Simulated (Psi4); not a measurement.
This Psi4 input (MP2/aug-pcseg-3) gives -460.32869 Eh with 138 basis functions.

```
memory 1724 MB

molecule {
0 1
Cl   -0.00000000   -0.00000000   -0.07122178
H     0.00000000    0.00000000    1.21077034
}

set {
  basis aug-pcseg-3
  scf_type df
  freeze_core true
}

energy('mp2')
print_variables()
```

Change:
```diff
- basis aug-pcseg-3
+ basis aug-pcseg-1
```

### Question
What does the run give now?

### Answer
-460.20596 Eh (MP2/aug-pcseg-1, 36 functions), a change of +122.73 mEh.
